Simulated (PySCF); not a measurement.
Potential energy curve for SMILES FC(F)F (CHF3). The C1–F5 bond (C1 also carries F, F, H; F5 carries nothing else) is varied alone, starting from the PBE0/def2-TZVP optimised geometry.

Computed with PySCF 2.14.0 with CCSD(T) on UHF/6-31G, 4 core orbitals frozen.

Question: Relative to R = 1.41 Å, what are the energies at R = 1.27, 1.37, 1.46, 2.17 Å?

Answer: 16.2 mEh at 1.27 Å, 1.1 mEh at 1.37 Å, 1.4 mEh at 1.46 Å, 110.1 mEh at 2.17 Å.

The unrestricted determinant behind UCCSD(T) is spin-contaminated at 1.80 to 4.67 Å (<S²> up to 1.0, against 0.00 for a pure singlet).
